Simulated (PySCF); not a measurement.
Relaxation of singlet [P3]+

Computed with PySCF, PBE0, basis P def2-TZVP (no relativity, density fitting). A (50,194) grid was used.

A hand-made equilateral triangle start, of D3h symmetry, held to at least that symmetry:

```xyz
3
charge 1 multiplicity 1, angstrom
P     0.6409   -1.1100    0.0000
P    -1.2817    0.0000    0.0000
P     0.6409    1.1100    0.0000
```

**Question.** What forces act on the atoms at the start (eV/Å)?

**Answer.** 
```
atom     Fx     Fy    Fz
  P1  -1.51   2.62  0.00
  P2   3.03   0.00  0.00
  P3  -1.51  -2.62  0.00
```

**Question.** What does it relax to?

**Answer.** It ends at D3h with P–P 2.091 Å (×3); P–P–P 60.0° (×3). A frequency run shows a minimum. Other isomers or separated fragments may lie lower.

**Question.** How much energy is released, and in how many steps?

**Answer.** 35.5 kJ/mol in 3 steps.

The relaxation took 4.6 s on 2 threads of a shared Arm Neoverse V1 host, with 111 basis functions and 4 gradients; the process peaked at 0.54 GiB.
